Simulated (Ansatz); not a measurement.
One change: `OC/C(F)=C/Cl` becomes `F/C=C/Cl`.

Ansatz, PBE0-D4/def2-TZVP geometries, multiplicity 1. Each molecule was computed in one conformer, which needn't be the lowest.

```csv
property,`OC/C(F)=C/Cl`
LUMO energy (ωB97M-V/def2-TZVPP) / eV,1.87
HOMO energy (ωB97M-V/def2-TZVPP) / eV,-9.57
size of the dipole moment (ωB97M-V/def2-TZVPP) / D,1.50
HOMO energy (PBE0/def2-TZVPP) / eV,-7.38
LUMO energy (PBE0/def2-TZVPP) / eV,-0.20
HOMO–LUMO gap (PBE0/def2-TZVPP) / eV,7.18
```

**Question.** What does the change do to each property? (Best estimate.)

**Answer.** Computed: 
```json
{"property": "LUMO energy (ωB97M-V/def2-TZVPP) / eV", "`F/C=C/Cl`": "1.99", "shift": "0.12"}
{"property": "HOMO energy (ωB97M-V/def2-TZVPP) / eV", "`F/C=C/Cl`": "-9.62", "shift": "-0.05"}
{"property": "size of the dipole moment (ωB97M-V/def2-TZVPP) / D", "`F/C=C/Cl`": "0.17", "shift": "-1.33"}
{"property": "HOMO energy (PBE0/def2-TZVPP) / eV", "`F/C=C/Cl`": "-7.42", "shift": "-0.04"}
{"property": "LUMO energy (PBE0/def2-TZVPP) / eV", "`F/C=C/Cl`": "-0.18", "shift": "0.02"}
{"property": "HOMO–LUMO gap (PBE0/def2-TZVPP) / eV", "`F/C=C/Cl`": "7.24", "shift": "0.06"}
```

Dipoles are sizes alone; their direction can turn.
